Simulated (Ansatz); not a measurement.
in.yaml

```yaml
crystal:
  periodic: [false, false, false]
  atoms:
    - {symbol: B, position_ang: [0.000000, 0.000000, 1.055442]}
    - {symbol: C, position_ang: [0.000000, 0.000000, -0.709174]}
    - {symbol: H, position_ang: [0.000000, -1.181427, -1.434957]}
    - {symbol: H, position_ang: [0.000000, 1.181427, -1.434957]}
basis:
  gaussian: {orbitals: cc-pVDZ}
magnetization: {spin_polarized: true, initial_magnetization: 1}
correlation: {method: ccsdt_q, electrons: outside_noble_gas}
```

```sh
$ ansatz run in.yaml --threads 1 --pin off --events-out ev --progress --plain --max-ram 2393MiB
```

Output:

```
703 factors; integrals over basis functions are off by at most 2.0e-7 eV
mean field evaluation 1: about -1726.4160 eV, gradient 8.7e0 eV
mean field evaluation 2: about -1726.4165 eV, gradient 8.7e0 eV
mean field evaluation 4: about -1727.3225 eV, gradient 1.9e0 eV
mean field evaluation 8: about -1727.3959 eV, gradient 2.2e-1 eV
mean field evaluation 16: about -1727.4384 eV, gradient 4.3e-1 eV
mean field evaluation 32: about -1727.4704 eV, gradient 2.4e-1 eV
mean field evaluation 64: about -1727.3985 eV, gradient 2.7e-2 eV
mean field evaluation 96: about -1727.4715 eV, gradient 3.7e-1 eV
mean field evaluation 128: about -1725.8482 eV, gradient 1.1e-2 eV
mean field evaluation 160: about -1720.1676 eV, gradient 2.8e0 eV
...
cycle  19  -6.19778918 eV  change   -1.6e-5 eV  update   2.2e-5
cycle  20  -6.19778423 eV  change    5.0e-6 eV  update   1.3e-5
cycle  21  -6.19778295 eV  change    1.3e-6 eV  update   6.9e-6
cycle  22  -6.19778395 eV  change   -1.0e-6 eV  update   3.7e-6
cycle  23  -6.19778517 eV  change   -1.2e-6 eV  update   2.1e-6
cycle  24  -6.19778701 eV  change   -1.8e-6 eV  update   1.3e-6
cycle  25  -6.19778762 eV  change   -6.1e-7 eV  update   7.6e-7
cycle  26  -6.19778794 eV  change   -3.2e-7 eV  update   5.6e-7
cycle  27  -6.19778825 eV  change   -3.2e-7 eV  update   4.6e-7
cycle  28  -6.19778866 eV  change   -4.1e-7 eV  update   3.8e-7
perturbative correction -0.01467680 eV, -0.0005393625 hartree
Total energy: -1733.69885131 eV, -63.7122576424 hartree
```

Ran on 1 thread of Arm Neoverse V1, shared host: 18 s wall, 0.23 GiB peak host memory.
